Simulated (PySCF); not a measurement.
Gas-phase reaction: B2H6 + 2 NH → 2 H2BNH2

Energies from PySCF (xtb for GFN2), thermal terms from the rigid-rotor harmonic-oscillator model, ideal gas at 1 bar. † marks an energy on the PBE0/def2-TZVP geometry and frequencies; other levels use their own. MP2 and CCSD(T) freeze the core. 6-31G* has spherical d functions here. Open shells (unrestricted): NH (multiplicity 3); the rest are closed-shell singlets. GFN2 has no spin-polarisation term. B3LYP is the form with VWN-RPA correlation. H2BNH2: computed as isolated molecules; such fragments, hydroxides, amides, oligomers or adducts are transient or little studied in the gas. MP2 isn't extrapolated to the basis-set limit. CCSD(T) isn't extrapolated to the basis-set limit.

```json
[
 {"level": "B3LYP/6-31G*", "ΔH°(298 K), kJ": "-888"},
 {"level": "B3LYP/def2-TZVP†", "ΔH°(298 K), kJ": "-912"},
 {"level": "CCSD(T)/def2-TZVPP†", "ΔH°(298 K), kJ": "-888"},
 {"level": "GFN2-xTB", "ΔH°(298 K), kJ": "___"},
 {"level": "HF/6-31G*", "ΔH°(298 K), kJ": "___"},
 {"level": "M06-2X/def2-TZVP†", "ΔH°(298 K), kJ": "-926"},
 {"level": "MP2/def2-TZVPP†", "ΔH°(298 K), kJ": "-945"},
 {"level": "PBE/def2-TZVP†", "ΔH°(298 K), kJ": "-930"},
 {"level": "PBE0/def2-QZVP†", "ΔH°(298 K), kJ": "___"},
 {"level": "ωB97M-V/def2-TZVP†", "ΔH°(298 K), kJ": "___"}
]
```

### Question
Fill in the missing entries.

### Answer

- GFN2-xTB, ΔH°(298 K), kJ: -1321
- HF/6-31G*, ΔH°(298 K), kJ: -609
- PBE0/def2-QZVP†, ΔH°(298 K), kJ: -901
- ωB97M-V/def2-TZVP†, ΔH°(298 K), kJ: -925
